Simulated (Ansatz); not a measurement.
Relaxation of CH7BO (10 atoms, charge 0, multiplicity 1), to a largest force component of 0.03 eV/Å in at most 50 steps.

The calculation used RKS B3LYP/def2-SVP (Ansatz 0.2.0).

```xyz
10
Properties=species:S:1:pos:R:3:forces:R:3
B -0.537 -1.094 0.295 0.79 2.07 1.09
H 1.498 -1.381 -1.050 0.10 -1.72 -1.89
H -1.194 -1.069 -0.719 0.00 0.02 -0.01
H -0.331 -2.092 0.935 0.00 0.01 -0.02
H 1.511 -0.898 -0.540 0.23 1.56 1.62
O -0.005 0.105 0.836 -1.13 -1.91 -0.81
C -0.201 1.349 0.186 0.00 -0.04 0.01
H 0.395 2.109 0.712 0.01 0.02 0.00
H 0.124 1.314 -0.869 0.00 0.00 0.01
H -1.260 1.657 0.214 -0.01 -0.01 0.00
```

Problem. Where does it end, and by what steps?

Solution. The run converged. The force dipped under the threshold on the way, but the program's further checks kept it going. After 49 steps the energy has fallen by 0.372 eV; H2 moved furthest, 1.79 Å.

| step | energy less start (eV) | largest force component (eV/Å) | accepted |
| --- | --- | --- | --- |
| 0 | 0.0000 | 2.071 | yes |
| 2 | -0.2772 | 0.204 | yes |
| 4 | -0.2999 | 0.090 | yes |
| 6 | -0.3029 | 0.044 | yes |
| 8 | -0.3054 | 0.198 | yes |
| 10 | -0.3224 | 0.086 | yes |
| 12 | -0.3226 | 0.371 | no |
| 14 | -0.3378 | 0.030 | yes |
| 16 | -0.3394 | 0.011 | yes |
| 18 | -0.3407 | 0.043 | yes |
| 20 | -0.3413 | 0.010 | yes |
| 22 | -0.3424 | 0.082 | yes |
| 24 | -0.3440 | 0.139 | yes |
| 26 | -0.3458 | 0.276 | yes |
| 28 | -0.3491 | 0.054 | yes |
| 30 | -0.3410 | 0.671 | no |
| 32 | -0.3541 | 0.156 | yes |
| 34 | -0.3507 | 0.515 | no |
| 36 | -0.3597 | 0.085 | yes |
| 38 | -0.3626 | 0.115 | yes |
| 40 | -0.3656 | 0.096 | yes |
| 42 | -0.3671 | 0.061 | yes |
| 44 | -0.3691 | 0.081 | yes |
| 46 | -0.3710 | 0.048 | yes |
| 48 | -0.3674 | 0.266 | no |
| 49 | -0.3715 | 0.010 | yes |

```xyz
10
Properties=species:S:1:pos:R:3
B -1.155 -1.076 0.288
H 3.089 -0.763 -0.520
H -2.264 -0.696 -0.023
H -0.921 -2.218 0.600
H 2.379 -0.747 -0.247
O -0.123 -0.218 0.294
C -0.239 1.156 -0.035
H 0.483 1.395 -0.832
H -1.258 1.405 -0.375
H 0.008 1.763 0.850
```

Run time: 53 s on 2 threads of Intel(R) Xeon(R) Platinum 8375C CPU @ 2.90GHz (Ice Lake), on a shared host, peak memory 0.16 GiB.
